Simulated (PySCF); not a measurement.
# The bond of CCl+, level by level

The task here is to estimate one member of a computed series from the others.

The runs use PySCF 2.14.0; C cc-pVDZ, Cl cc-pV(D+d)Z, no relativity.

The first run:

Settings of the job:

```yaml
atoms: C, Cl
charge: 1
basis: C cc-pVDZ, Cl cc-pV(D+d)Z
Hamiltonian: no relativity
basis_functions: 37
electrons_treated: 22
masses_in_u: 12.0000, 34.9689
levels: PBE0, PBE, r²SCAN, MN15, r²SCANh, M06-2X, ωB97X, HF, MP2, SCS-MP2, CCSD, CCSD(T)
grid: 80 radial by 434 angular points
occupations: held fixed by the projection of orbital angular momentum
dissociation_limit: C+ + Cl, each in its ground configuration
starting_distance_in_angstrom: 1.780
values_of_2S_to_try: 0, 2
```

Command:

```sh
$ OMP_NUM_THREADS=1 python dia.py task.json out
```

Among the steps run: Input; The PBE0 curve of the state that the search chose; Higher solutions at PBE0; PBE (GGA); r²SCAN; MN15 (hybrid meta-GGA); r²SCANh; M06-2X (hybrid meta-GGA); ωB97X (range-separated hybrid); RHF (mean field); Adding correlation.

One table of the session follows, with a row left open; its other results are not shown here.

| level | Re (Å) | ωe (cm⁻¹) | De (eV) |
| --- | --- | --- | --- |
| RHF | 1.524 | 1299 | 4.12 |
| RHF-MP2 | 1.542 | 1255 | 6.38 |
| RHF-SCS-MP2 | 1.542 | 1250 | 6.13 |
| RHF-CCSD | ? | ? | ? |
| RHF-CCSD(T) | 1.557 | 1184 | 6.22 |
| PBE | 1.563 | 1149 | 7.32 |
| r²SCAN | 1.551 | 1190 | 6.87 |
| r²SCANh | 1.545 | 1212 | 6.68 |
| PBE0 | 1.542 | 1224 | 6.74 |
| MN15 | 1.537 | 1239 | 6.76 |
| M06-2X | 1.538 | 1240 | 6.54 |
| ωB97X | 1.535 | 1257 | 6.49 |

Estimate the missing values for RHF-CCSD.

**Answer.** Re (Å): 1.547; ωe (cm⁻¹): 1227; De (eV): 5.91. In the column «Re (Å)» it lies between r²SCANh (1.545) and r²SCAN (1.551).

De is counted to C+ + Cl in their ground configurations.
